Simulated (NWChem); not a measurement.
System: hydrazine (N2H4); SMILES NN

Here is an NWChem input.

```
start job
memory heap 200 mb stack 900 mb global 1100 mb
geometry units angstroms noautoz
  N     -0.060284     0.698870     0.062877
  N      0.060284    -0.698870     0.062877
  H      0.839627     1.107434     0.302782
  H     -0.338595     1.082555    -0.841649
  H     -0.839627    -1.107434     0.302782
  H      0.338595    -1.082555    -0.841649
end
basis spherical
  * library aug-cc-pvtz
end
dft
  xc pbe0
  iterations 150
  semidirect filesize 400000000
  vectors input atomic output neutral.movecs
end
task dft energy
charge 1
dft
  odft
  mult 2
  vectors input atomic output cation.movecs
end
task dft energy
```

Parts of the log:

```
             Northwest Computational Chemistry Package (NWChem) 7.3.0
             --------------------------------------------------------

 C2  symmetry detected

                             Geometry "geometry" -> ""
                             -------------------------

 Output coordinates in angstroms (scale by  1.889725989 to convert to a.u.)

  No.       Tag          Charge          X              Y              Z
 ---- ---------------- ---------- -------------- -------------- --------------
    1 N                    7.0000    -0.05842667     0.69902773     0.07384678
    2 N                    7.0000     0.05842667    -0.69902773     0.07384678
    3 H                    1.0000     0.84256684     1.10519893     0.31375178
    4 H                    1.0000    -0.33571711     1.08345093    -0.83067922
    5 H                    1.0000    -0.84256684    -1.10519893     0.31375178
    6 H                    1.0000     0.33571711    -1.08345093    -0.83067922

 Effective nuclear repulsion energy (a.u.)      41.8840159168

      Symmetry information
      --------------------

 Group name             C2
 Group number              4
 Group order               2
 No. of unique centers     3

                                 NWChem DFT Module
                                 -----------------

 Summary of "ao basis" -> "ao basis" (spherical)
 ------------------------------------------------------------------------------
       Tag                 Description            Shells   Functions and Types
 ---------------- ------------------------------  ------  ---------------------
 N                        aug-cc-pvtz               14       46   5s4p3d2f
 H                        aug-cc-pvtz                9       23   4s3p2d

      Symmetry analysis of basis
      --------------------------

        a          92
        b          92

            General Information
            -------------------
          SCF calculation type: DFT
          Wavefunction type:  closed shell.
          No. of atoms     :     6
          No. of electrons :    18
           Alpha electrons :     9
            Beta electrons :     9
          Charge           :     0
          Spin multiplicity:     1
          Use of symmetry is: on ; symmetry adaption is: on
          Maximum number of iterations: 150
          AO basis - number of functions:   184
                     number of shells:    64
          Convergence on energy requested:  1.00D-06
          Convergence on density requested:  1.00D-05
          Convergence on gradient requested:  5.00D-04

              XC Information
              --------------
                         PBE0 Method XC Functional
                     Hartree-Fock (Exact) Exchange  0.250
          PerdewBurkeErnzerhof Exchange Functional  0.750
            Perdew 1991 LDA Correlation Functional  1.000 local
           PerdewBurkeErnz. Correlation Functional  1.000 non-local

             Grid Information
             ----------------
          Grid used for XC integration:  medium
          Radial quadrature: Mura-Knowles
          Angular quadrature: Lebedev.
          Tag              B.-S. Rad. Rad. Pts. Rad. Cut. Ang. Pts.
          ---              ---------- --------- --------- ---------
          N                   0.65       49          12.0       434
          H                   0.35       45          14.0       434
          Grid pruning is: on
          Number of quadrature shells:   139
          Spatial weights used:  Erf1

      Superposition of Atomic Density Guess
      -------------------------------------

 Sum of atomic energies:        -110.61963101

      Non-variational initial energy
      ------------------------------

 Total energy =    -111.593510
 1-e energy   =    -231.784686
 2-e energy   =      78.307160
 HOMO         =      -0.316777
 LUMO         =       0.014812

      Symmetry analysis of molecular orbitals - initial
      -------------------------------------------------

  Numbering of irreducible representations:

     1 a           2 b

  Orbital symmetries:

     1 a           2 b           3 a           4 b           5 a
     6 b           7 a           8 b           9 a          10 a
    11 b          12 b          13 a          14 a          15 b
    16 b          17 a          18 a          19 a

------------------------------------------------------------
EAF file 0: "./job.aoints.0" size=583532544 bytes
------------------------------------------------------------
               write      read    awrite     aread      wait
               -----      ----    ------     -----      ----
     calls:     1113         0         0         0         0
   data(b): 5.84e+08  0.00e+00  0.00e+00  0.00e+00
   time(s): 0.00e+00  0.00e+00  0.00e+00  0.00e+00  0.00e+00
rate(mb/s): 0.00e+00  0.00e+00
------------------------------------------------------------

   convergence    iter        energy       DeltaE   RMS-Dens  Diis-err
 ---------------- ----- ----------------- --------- --------- ---------
 d= 0,ls=0.0,diis     1   -111.7596695074 -1.54D+02  2.94D-03  3.14D-01
 d= 0,ls=0.0,diis     2   -111.7781031067 -1.84D-02  8.49D-04  8.17D-02
 d= 0,ls=0.0,diis     3   -111.7836461148 -5.54D-03  3.97D-04  3.17D-02
 d= 0,ls=0.0,diis     4   -111.7868477703 -3.20D-03  4.96D-05  5.56D-04
 d= 0,ls=0.0,diis     5   -111.7869058347 -5.81D-05  9.31D-06  7.90D-06
 d= 0,ls=0.0,diis     6   -111.7869067348 -9.00D-07  2.20D-06  1.63D-07

         Total DFT energy =     -111.786906734785
      One electron energy =     -233.977548046173
           Coulomb energy =       95.483738219502
    Exchange-Corr. energy =      -15.177112824930
 Nuclear repulsion energy =       41.884015916816

 Numeric. integr. density =       17.999998084257

                  Occupations of the irreducible representations
                  ----------------------------------------------

                     irrep           alpha         beta
                     --------     --------     --------
                     a                 5.0          5.0
                     b                 4.0          4.0

                       DFT Final Molecular Orbital Analysis
                       ------------------------------------

 Vector    7  Occ=2.000000D+00  E=-4.734093D-01  Symmetry=a
              MO Center=  6.3D-16,  5.6D-15,  1.4D-01, r^2= 1.6D+00
   Bfn.  Coefficient  Atom+Function         Bfn.  Coefficient  Atom+Function
  ----- ------------  ---------------      ----- ------------  ---------------
    10      0.213567  1 N  py                56     -0.213567  2 N  py
     7      0.178189  1 N  py                53     -0.178189  2 N  py
    94      0.178431  3 H  s                140      0.178431  5 H  s
    93      0.118893  3 H  s                139      0.118893  5 H  s
    13      0.101209  1 N  py                59     -0.101209  2 N  py

 Vector    8  Occ=2.000000D+00  E=-2.672797D-01  Symmetry=b
              MO Center= -1.3D-16,  8.6D-16,  1.1D-01, r^2= 1.7D+00
   Bfn.  Coefficient  Atom+Function         Bfn.  Coefficient  Atom+Function
  ----- ------------  ---------------      ----- ------------  ---------------
     4      0.310270  1 N  s                 50     -0.310270  2 N  s
    11      0.231153  1 N  pz                57     -0.231153  2 N  pz
     5      0.211086  1 N  s                 51     -0.211086  2 N  s
     8      0.192250  1 N  pz                54     -0.192250  2 N  pz
   117     -0.167232  4 H  s                163      0.167232  6 H  s

 Vector    9  Occ=2.000000D+00  E=-2.656571D-01  Symmetry=a
              MO Center= -4.0D-15,  1.5D-15,  1.5D-01, r^2= 1.6D+00
   Bfn.  Coefficient  Atom+Function         Bfn.  Coefficient  Atom+Function
  ----- ------------  ---------------      ----- ------------  ---------------
     9      0.226890  1 N  px                55     -0.226890  2 N  px
     6      0.187765  1 N  px                52     -0.187765  2 N  px
     4     -0.186434  1 N  s                 50     -0.186434  2 N  s
    12      0.162981  1 N  px                58     -0.162981  2 N  px
    11     -0.138664  1 N  pz                57     -0.138664  2 N  pz

 Vector   10  Occ=0.000000D+00  E=-8.350187D-03  Symmetry=a
              MO Center= -2.2D-13,  1.8D-13, -1.2D+00, r^2= 1.1D+01
   Bfn.  Coefficient  Atom+Function         Bfn.  Coefficient  Atom+Function
  ----- ------------  ---------------      ----- ------------  ---------------
     5      0.753655  1 N  s                 51      0.753655  2 N  s
   119     -0.702362  4 H  s                165     -0.702362  6 H  s
     4      0.434277  1 N  s                 50      0.434277  2 N  s
   118     -0.380507  4 H  s                164     -0.380507  6 H  s
    95     -0.341964  3 H  s                141     -0.341964  5 H  s

 Vector   11  Occ=0.000000D+00  E= 1.279018D-02  Symmetry=b
              MO Center= -3.1D-14, -1.2D-13, -3.3D-01, r^2= 1.6D+01
   Bfn.  Coefficient  Atom+Function         Bfn.  Coefficient  Atom+Function
  ----- ------------  ---------------      ----- ------------  ---------------
    96      1.127822  3 H  s                142     -1.127822  5 H  s
   119      1.089120  4 H  s                165     -1.089120  6 H  s
    16     -0.613114  1 N  py                62     -0.613114  2 N  py
     5      0.469619  1 N  s                 51     -0.469619  2 N  s
    95      0.327206  3 H  s                141     -0.327206  5 H  s

[...]
```

Level: PBE0/aug-cc-pVTZ, vertical spin-unrestricted ions. Geometry: optimised at PBE0/def2-SVP.
